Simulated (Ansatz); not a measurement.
C5H8O can be A, `CC(=O)C1CC1`, or B, `C1=COCCC1`.

Isolated molecules relaxed with PBE0-D4/def2-TZVP in Ansatz; ΔE leaves out vibrations. CBS: MP2 limit from def2 TZ/QZ plus the TZ coupled-cluster correction, frozen cores. DFT in def2-TZVPP. B3LYP here is the variant with VWN-RPA as its local correlation; programs differ in this. One conformer a species, not always the lowest.

A:

```xyz
14

C     0.642    0.802    1.901
C     0.548   -0.169    0.758
O     1.168   -1.208    0.746
C    -0.349    0.217   -0.360
C     0.062   -0.212   -1.750
C    -1.066   -0.899   -1.084
H     1.325    0.426    2.661
H    -0.349    0.962    2.337
H     0.987    1.774    1.536
H    -0.866    1.163   -0.263
H    -0.147    0.477   -2.557
H     1.002   -0.746   -1.810
H    -0.883   -1.893   -0.697
H    -2.075   -0.696   -1.420
```

B:

Z-matrix (Å, degrees):
```
C
C 1 1.514
O 1 1.421 2 112.0
H 1 1.091 2 112.0 3 -118.7
H 1 1.098 2 110.0 3 120.6
C 2 1.523 1 109.7 3 -60.9
H 2 1.093 1 109.5 3 176.4
H 2 1.094 1 108.7 3 59.3
C 3 1.352 1 114.4 2 44.3
C 6 1.496 2 109.4 1 42.8
H 6 1.095 2 110.2 1 163.9
H 6 1.097 2 110.4 1 -79.4
H 9 1.084 3 111.3 1 168.3
H 10 1.083 6 120.0 2 164.3
```

Which is lower in electronic energy at CCSD(T)/CBS, and by how much? (Estimate.)

Computed: B, by 7.2 kJ/mol.

Give E(B) − E(A) in kJ/mol with HF/def2-TZVPP, MP2/def2-TZVPP, CCSD(T)/def2-TZVPP, ωB97M-V, B3LYP-D4, BLYP-D4, B2PLYP. (Estimate.)

Computed: HF/def2-TZVPP 0.9, MP2/def2-TZVPP 3.9, CCSD(T)/def2-TZVPP -4.3, ωB97M-V 0.5, B3LYP-D4 -3.2, BLYP-D4 -0.1, B2PLYP 1.9. The order is the other way round with HF/def2-TZVPP, MP2/def2-TZVPP, B2PLYP.

Does the order hold for the free energy at 298.15 K (harmonic terms from PBE0-D4)? (An estimate is asked.)

Ansatz gave: No: G(B) − G(A) = +7.7 kJ/mol, for one conformer each.

Largest T1 diagnostic: 0.013.

The D4 term adds −5.3 kJ/mol with B3LYP and −2.6 kJ/mol with PBE0; it sums over pairs of atoms, weighted by their polarisabilities, and B3LYP, whose exchange is more repulsive, gets the larger term. Leaving LDA and LC-ωPBE aside and taking each functional with its dispersion term where it has one, the values, not all of them listed here, spread over 19.6 kJ/mol, from BHLYP-D4 to B97M-V. LDA lies −23.3 kJ/mol from PBE without D4.
